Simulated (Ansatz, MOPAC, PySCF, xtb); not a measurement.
Barrier height from H + H2 to the transition structure H3, without zero-point energy, on the benchmark's geometries as Psi4's copy of the set gives them.
Transition structure (charge 0, multiplicity 2):
```xyz
3

H      0.00000     0.00000     0.00000
H      0.00000     0.00000     0.92947
H      0.00000     0.00000    -0.92947
```

| level | barrier height (kcal/mol) | minus CCSD(T)/CBS(aug-cc-pVTZ, aug-cc-pVQZ) | cost |
|---|---|---|---|
| AM1 | 1.18 | -8.45 | - |
| PM3 | -13.05 | -22.68 | - |
| PM6 | -12.13 | -21.76 | - |
| PM7 | -11.80 | -21.43 | - |
| GFN1-xTB | 3.90 | -5.73 | - |
| GFN2-xTB | -4.03 | -13.66 | - |
| HF/aug-cc-pVDZ | 16.82 | 7.19 | - |
| HF/cc-pVDZ | 16.93 | 7.29 | - |
| HF/aug-cc-pVTZ | 17.57 | 7.94 | - |
| HF/aug-cc-pVQZ | 17.61 | 7.97 | - |
| SVWN5/def2-TZVPPD | -2.90 | -12.53 | ×0.8 |
| PBE/def2-TZVPPD | 3.59 | -6.05 | ×1 |
| BLYP/def2-TZVPPD | 2.82 | -6.81 | ×1 |
| revPBE/def2-TZVPPD | 4.73 | -4.90 | ×1 |
| r2SCAN/def2-TZVPPD | 2.50 | -7.13 | ×2 |
| B97M-V/def2-TZVPPD | 4.39 | -5.24 | ×2 |
| B3LYP/def2-TZVPPD | 4.22 | -5.42 | ×1 |
| PBE0/def2-TZVPPD | 5.62 | -4.01 | ×1 |
| BHLYP/def2-TZVPPD | 6.46 | -3.17 | ×0.9 |
| M06-2X/def2-TZVPPD | 11.61 | 1.98 | - |
| CAM-B3LYP/def2-TZVPPD | 4.82 | -4.81 | ×1 |
| B2PLYP/def2-TZVPPD | 7.13 | -2.51 | ×1 |
| MP2/aug-cc-pVDZ | 12.57 | 2.93 | - |
| MP2/cc-pVDZ | 13.22 | 3.59 | - |
| MP2/aug-cc-pVQZ | 13.00 | 3.37 | - |
| MP2/CBS(aug-cc-pVTZ, aug-cc-pVQZ) | 12.91 | 3.28 | - |
| SCS-MP2/aug-cc-pVDZ | 12.76 | 3.12 | - |
| SCS-MP2/cc-pVDZ | 13.42 | 3.79 | - |
| SCS-MP2/aug-cc-pVTZ | 13.32 | 3.69 | - |
| SCS-MP2/aug-cc-pVQZ | 13.23 | 3.59 | - |
| CCSD/cc-pVDZ | 10.42 | 0.79 | - |
| CCSD/aug-cc-pVTZ | 10.07 | 0.44 | - |
| CCSD/aug-cc-pVQZ | 10.02 | 0.39 | - |
| CCSD(T)/aug-cc-pVDZ | 9.27 | -0.36 | ×1 |
| CCSD(T)/cc-pVDZ | 10.23 | 0.60 | ×1 |
| CCSD(T)/aug-cc-pVTZ | 9.77 | 0.14 | ×3 |
| CCSD(T)/aug-cc-pVQZ | 9.70 | 0.07 | ×10 |
| CCSD(T)/CBS(aug-cc-pVTZ, aug-cc-pVQZ) | 9.63 | 0.00 | ×10 |
| CCSDT/cc-pVDZ | 10.17 | 0.53 | - |
| CCSDT(Q)/cc-pVDZ | 10.17 | 0.53 | ×3 |

 The comparison column counts from a level with limits of its own.

The rows run from -13.05 (PM3) to 17.61 kcal/mol (HF/aug-cc-pVQZ). In aug-cc-pVQZ the value moves HF 17.61, MP2 13.00, CCSD 10.02, CCSD(T) 9.70, a shift of -7.90 from HF to CCSD(T). From aug-cc-pVDZ to aug-cc-pVQZ CCSD(T) changes by 0.44. The 12 functionals in def2-TZVPPD without D3 or D4 span 14.51, from SVWN5 to M06-2X.

Open shells are unrestricted; no spin–orbit coupling.

CBS(a, b) extrapolates the correlation energy as X⁻³ and adds the Hartree–Fock energy of set b. The state reached by AM1, PM3, PM6, PM7 isn't checked; PM7 holds dispersion and hydrogen-bond terms.

Run with Ansatz (Gaussian orbitals); MOPAC for AM1, PM3, PM6, PM7 (differences of heats of formation); PySCF for M06-2X; xtb for the GFN methods. Values without a source in brackets are computed. The GFN methods have no spin term and hold the electronic entropy of 300 K.

Costs are rough ratios of core time to PBE/def2-TZVPPD (about 0.8 s over the structures, on one shared machine); a dash marks a level with no comparable run of its own. 

The set's own value is 9.6 kcal/mol (Zhao et al., J. Phys. Chem. A 109, 2012 (2005), HTBH38), an estimate for the real system.

Ansatz is an electronic-structure program.
